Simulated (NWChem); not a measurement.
CH2 cation, doublet

```xyz
3

C      0.0000     0.0000    -0.0914
H      1.0358     0.0000     0.2742
H     -1.0358     0.0000     0.2742
```
Atoms are numbered in this order, from 1.

Results from NWChem. Spin-unrestricted. Geometry: optimised at PBE0-D3(BJ)/def2-TZVP, spin-unrestricted. No stability test was run on the SCF state.

Question: Taking B3LYP/pcseg-2 as the yardstick, which of these has the fewest basis functions while keeping “highest occupied level (eV)” within 0.05 eV of it: B3LYP/aug-pcseg-1; B3LYP/STO-3G; B3LYP/def2-SVP; B3LYP/pcseg-1?

Answer: B3LYP/pcseg-1.
| level | basis functions | highest occupied level (eV) |
|---|---|---|
| B3LYP/STO-3G | 7 | -18.20 |
| B3LYP/pcseg-1 | 24 | -18.07 |
| B3LYP/def2-SVP | 24 | -18.15 |
| B3LYP/aug-pcseg-1 | 41 | -18.06 |
| B3LYP/pcseg-2 | 58 | -18.09 |

The yardstick is one finite set, not the basis-set limit.
